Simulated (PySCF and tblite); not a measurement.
C2H5NO, numbered as in [CH3:1][C:2]([NH2:3])=[O:4].

Level: PBE0-D3(BJ)/def2-TZVP (IEF-PCM, chloroform)//PBE0-D3(BJ)/def2-SVP, thermal terms from GFN2-xTB, symmetry numbers and mirror pairs counted. Conformers within 3 kcal/mol (GFN2-xTB free energy) were kept, 8 at most. GIAO shieldings: wB97X-D/pcSseg-1 (IEF-PCM, chloroform). Shifts are against TMS (¹H), TMS (¹³C), NH3 (¹⁵N) at the same level. (PySCF 2.14, tblite 0.8.)

Torsions listed: O4–C2–N3–H3.

```csv
conformer,shape,weight %,dipole D
1,178°,100.0,4.79
```

(1) How do the computed shifts compare with measured ones?

Answers

(1) 
```csv
nucleus,signal,leading conformer,average,measured,medium
¹H,H1,1.91,1.91,2.02,not stated per compound (mostly CDCl3 or CCl4)
¹³C,C1,24.8,24.8,22.3,not stated per compound (mostly CDCl3 or CCl4)
```

Measured values: Pretsch, Buehlmann, Badertscher, Structure Determination of Organic Compounds, 4th ed. (2009).  The computed shifts are unscaled and lack vibrational corrections.


¹⁵N shifts are against a computed isolated NH3 molecule, about 20 ppm from the liquid.